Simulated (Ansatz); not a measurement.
# AlHO (singlet): from Hartree-Fock to the top rungs, cc-pVTZ

One table from this session's results is given with a row withheld; the runs are named, their logs left out.

Computed with Ansatz 0.2.0, Gaussian basis. Level: cc-pVTZ, core rule «outside noble gas», up to 6 orbitals frozen.

To be run: UHF; CCSD(T) on RHF; BCCD(T) on RHF; CCSDT(Q) on RHF.

7 further runs of the same task are left out: 3 for a known fault of the program, 1 that didn't finish, 3 set aside as unsound or not needed.

## The geometry

The geometry is a PBE0/def2-TZVP stationary point (not a proven minimum).

3 atoms, charge 0, spin multiplicity 1.

Atoms are counted from 1 here; the program's logs count them from 0.

Bond lengths: Al1–O2 1.674 Å, O2–H3 0.950 Å. Angles: Al1–O2–H3 180.0°.

Set-up of the first run:

in.yaml reads:

```yaml
crystal:
  periodic: [false, false, false]
  atoms:
    - {symbol: Al, position_ang: [0.000000, 0.000000, 1.432992]}
    - {symbol: O, position_ang: [0.000000, 0.000000, -0.241478]}
    - {symbol: H, position_ang: [0.000000, 0.000000, -1.191514]}
basis:
  gaussian: {orbitals: cc-pVTZ}
magnetization: {spin_polarized: true, initial_magnetization: 0}
hamiltonian: {xc: hf}
output: {orbitals: {seedname: orbitals}}
```

Command:

```sh
$ ansatz run in.yaml --threads 1 --pin off --events-out ev --progress --plain --max-ram 2393MiB
```

Among the steps run: UHF; CCSD(T) on RHF; BCCD(T) on RHF; CCSDT(Q) on RHF.

One table of the session follows, with a row left open; its other results are not shown here.

```
   method  from RCCSDT(Q) (kcal/mol)
      RHF                    +204.46
     RMP2                     +14.60
    RCCSD                      +7.44
 RCCSD(T)                      +0.53
  BCCD(T)                      +0.47
   RCCSDT                          ?
RCCSDT(Q)                          0
```

**Question.** Estimate the row for RCCSDT.

As computed: from RCCSDT(Q) (kcal/mol): +0.40. In the column «from RCCSDT(Q) (kcal/mol)» it lies between RCCSDT(Q) (0) and BCCD(T) (+0.47).

With the free atoms at the same levels and basis (separate runs), the atomisation energy is 9.958 eV at RCCSDT(Q), 9.957 eV at RCCSD(T), 6.947 eV at RHF.
